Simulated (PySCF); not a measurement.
# CH3NO: the cost of one run

The runs use PySCF 2.14.0, with density-fitted response routines of our own; the level of theory stands in each step. All values are computed, except where a source is named. Atoms count from 0, in the outputs and in this text.

## Step 1: The starting structure

6 atoms, charge 0, multiplicity 1; geometry from: GFN2-xTB.

Bonds of the start (Å): N0–C1 1.35, C1–O2 1.20, N0–H3 1.01, N0–H4 1.00, C1–H5 1.11.

## Step 2: Optimising the geometry at PBE0-D3(BJ)/def2-TZVP

The job: settings as JSON, then the geometry in Å.

```
{"job": {"xc": "PBE0", "basis": "def2-TZVP", "d3": "d3bj", "grid": 2, "kind": "geom"}, "charge": 0, "multiplicity": 1}
N     -1.114460     0.241480     0.109520
C      0.219660     0.346320    -0.039810
O      0.980500    -0.582540    -0.079270
H     -1.521510    -0.676230     0.196010
H     -1.719910     1.041350     0.138910
H      0.547090     1.399220    -0.124300
```

Q: Estimate the wall time of this first job on 4 threads of AMD EPYC (Zen 3), shared host.

About 32 s.
